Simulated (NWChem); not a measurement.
# triplet MgO: levels of theory compared

We compute a comparison of 6 runs (UHF/STO-3G, UHF/3-21G, UB3LYP/6-31G*, UM06-2X/aug-cc-pVTZ, UB3LYP/aug-cc-pVTZ, UPBE0/aug-cc-pVTZ) of triplet MgO. 

The results are computed with NWChem 7.3.0.

29 further runs of the same task are left out: 29 set aside as unsound or not needed.

## 1. The molecule

MgO: 2 atoms, total charge 0, spin state triplet. As SMILES of the parent species, `[O]=[Mg]`. Geometry: relaxed at PBE0-D4/def2-TZVP. That shape belongs to the parent species and isn't relaxed for this state.

Bond lengths: O1–Mg2 1.733 Å.

## 2. A single-point energy at UHF/STO-3G (run 1)

work.nw reads:

```
START work
memory stack 880 mb heap 220 mb global 1100 mb
charge 0
GEOMETRY units angstrom noautosym nocenter noautoz
O     0.000000    0.000000   -0.045320
Mg    0.000000    0.000000    1.687290
END
BASIS spherical bse
O library STO-3G
Mg library STO-3G
END
SCF
triplet
uhf
thresh 1e-08
maxiter 80
noprint "final vectors analysis"
END
TASK scf energy
```

On the command line:

```sh
nwchem work.nw > work.out
```

The log of the run:

```text
[...]
  functions       =    14
[...]
  wavefunction    = UHF
[...]
         Total SCF energy =   -270.864434555494
      One electron energy =   -441.187944097022
      Two electron energy =    141.002995459322
 Nuclear repulsion energy =     29.320514082206
                       Sz =      1.0000
                 Sz(Sz+1) =      2.0000
                      S^2 =      2.0111
[...]
```

Wall time 0.74 s (1 thread of Intel Xeon Platinum 8488C (Sapphire Rapids), shared host); peak memory 0.1 GiB.

## 3. A single-point energy at UHF/3-21G (run 2)

job.xyz reads:

```xyz
2

O      0.000000     0.000000    -0.045320
Mg     0.000000     0.000000     1.687290
```

job.nw reads:

```
start job
memory 2200 mb
charge 0

geometry units angstrom noautosym nocenter noautoz
   load format xyz job.xyz
end

basis "ao basis" spherical bse
   * library 3-21G
end

scf
   nopen 2
   uhf
   thresh 1e-08
   maxiter 80
   print low
end

task scf
```

On the command line:

```sh
nwchem job.nw > job.out
```

The log of the run:

```text
[...]
  functions       =    22
[...]
  wavefunction    = UHF
[...]
         Total SCF energy =   -272.886079117201
      One electron energy =   -440.420944321536
      Two electron energy =    138.214351122129
 Nuclear repulsion energy =     29.320514082206
                       Sz =      1.0000
                 Sz(Sz+1) =      2.0000
                      S^2 =      2.0035
[...]
```

Run time: 0.86 s. Hardware: 1 thread of Intel Xeon Platinum 8488C (Sapphire Rapids), shared host; peak memory 0.099 GiB.

Runs 3 to 4 aren't shown in full; the table further down has their settings and results.

## 4. A single-point energy at UB3LYP/aug-cc-pVTZ (run 5)

mgo.nw reads:

```
start mgo
memory stack 880 mb heap 220 mb global 1100 mb
charge 0

geometry noautosym nocenter noautoz
  O      0.000000     0.000000    -0.045320
  Mg     0.000000     0.000000     1.687290
end

basis spherical bse
  * library aug-cc-pVTZ
end

dft
  xc b3lyp
  mult 3
  grid fine
  convergence energy 1e-08
  iterations 100
  mulliken
  noprint "final vectors analysis"
end

task dft
```

On the command line:

```sh
nwchem mgo.nw > mgo.out
```

The log of the run:

```text
[...]
          Wavefunction type:  spin polarized.
          No. of atoms     :     2
          No. of electrons :    20
[...]
          Charge           :     0
          Spin multiplicity:     3
[...]
          AO basis - number of functions:    96
[...]
              XC Information
              --------------
                         B3LYP Method XC Potential
                     Hartree-Fock (Exact) Exchange  0.200
                        Slater Exchange Functional  0.800 local
                    Becke 1988 Exchange Functional  0.720 non-local
              Lee-Yang-Parr Correlation Functional  0.810
                  VWN I RPA Correlation Functional  0.190 local
[...]
 d= 0,ls=0.0,diis     1   -275.2270020841 -3.05D+02  4.57D-03  9.87D-02     3.1
[...]
 d= 0,ls=0.0,diis     8   -275.2712958491  3.88D-10  1.26D-06  1.24D-07    17.9
[...]
         Total DFT energy =     -275.271295849075
      One electron energy =     -441.800119364464
           Coulomb energy =      162.300332949661
    Exchange-Corr. energy =      -25.092023516479
 Nuclear repulsion energy =       29.320514082206
[...]
      Total Density - Mulliken Population Analysis
     ---------------------------------------------
    Atom       Charge   Shell Charges
 -----------   ------   -------------------------------------------------------
    1 O    8     8.52   1.94  0.27  1.02  0.67  0.03  1.25  1.92  1.28  0.12  0.00  0.00  0.00  0.00 -0.00
    2 Mg  12    11.48   2.00  1.89  0.37  0.53  0.22  0.00  6.07  0.09  0.20  0.01 -0.00  0.07  0.01 -0.00  0.02 -0.01
[...]
      <S2> =      2.0039 (Exact =     2.0000)
[...]
```

Run time: 19 s. Hardware: 1 thread of Intel Xeon Platinum 8488C (Sapphire Rapids), shared host; peak memory 0.11 GiB.

## 5. A single-point energy at UPBE0/aug-cc-pVTZ (run 6)

sp.nw reads:

```
start sp
title "magnesium oxide"
memory 2200 mb

geometry noautosym nocenter noautoz
  O        0.000000       0.000000      -0.045320
  Mg       0.000000       0.000000       1.687290
end

basis spherical bse
  O library aug-cc-pVTZ
  Mg library aug-cc-pVTZ
end

dft
  xc pbe0
  mult 3
  grid fine
  convergence energy 1e-08
  iterations 100
  mulliken
end

task dft
```

On the command line:

```sh
nwchem sp.nw > sp.out
```

The log of the run:

```text
[...]
          Wavefunction type:  spin polarized.
          No. of atoms     :     2
          No. of electrons :    20
[...]
          Charge           :     0
          Spin multiplicity:     3
[...]
          AO basis - number of functions:    96
[...]
              XC Information
              --------------
                         PBE0 Method XC Functional
                     Hartree-Fock (Exact) Exchange  0.250
          PerdewBurkeErnzerhof Exchange Functional  0.750
            Perdew 1991 LDA Correlation Functional  1.000 local
           PerdewBurkeErnz. Correlation Functional  1.000 non-local
[...]
 d= 0,ls=0.0,diis     1   -275.0219661429 -3.04D+02  4.62D-03  8.67D-02     3.3
[...]
 d= 0,ls=0.0,diis    10   -275.0637579117 -3.31D-09  1.53D-07  1.37D-10    22.1
[...]
         Total DFT energy =     -275.063757911674
      One electron energy =     -441.802680140233
           Coulomb energy =      162.309595662648
    Exchange-Corr. energy =      -24.891187516295
 Nuclear repulsion energy =       29.320514082206
[...]
      Total Density - Mulliken Population Analysis
     ---------------------------------------------
    Atom       Charge   Shell Charges
 -----------   ------   -------------------------------------------------------
    1 O    8     8.55   1.94  0.26  1.03  0.68  0.04  1.24  1.95  1.28  0.12  0.00  0.00  0.00  0.00 -0.00
    2 Mg  12    11.45   2.00  1.90  0.34  0.54  0.20  0.00  6.05  0.10  0.22  0.02 -0.00  0.07  0.01 -0.00  0.02 -0.01
[...]
      <S2> =      2.0036 (Exact =     2.0000)
[...]
```

Run time: 23 s. Hardware: 1 thread of Intel Xeon Platinum 8488C (Sapphire Rapids), shared host; peak memory 0.12 GiB.

## 6. The series

```tsv
run	level	iteration cap	module	energy (Eh)	⟨S²⟩	wall time
1	UHF/STO-3G	80	scf	-270.864435	2.011	0.74 s
2	UHF/3-21G	80	scf	-272.886079	2.003	0.86 s
3	UB3LYP/6-31G* (spherical functions)	100	dft	-275.212712	2.003	4.2 s
4	UM06-2X/aug-cc-pVTZ	100	dft	-275.204287	2.006	87 s
5	UB3LYP/aug-cc-pVTZ	100	dft	-275.271296	2.004	19 s
6	UPBE0/aug-cc-pVTZ	100	dft	-275.063758	2.004	23 s
```

## 7. Results

| quantity | value |
| --- | --- |
| run 6: total energy | -275.06376 Eh |
| run 6: dipole moment | 2.63 D |
| run 6: HOMO energy (highest over α and β) | -5.49 eV |
| run 6: LUMO energy (lowest over α and β) | -3.42 eV |
| run 6: ⟨S²⟩ | 2.004 |

What this shows: Over runs 1, 5, 6 the dipole moment (its size) runs from 2.63 D (UPBE0/aug-cc-pVTZ) to 3.42 D (UHF/STO-3G). The two ends differ in method and basis. Totals of different functionals can't be ranked against each other. In run 1 the basis is minimal, so the values are rough. All runs together took 2.2 min, the longest 87 s.
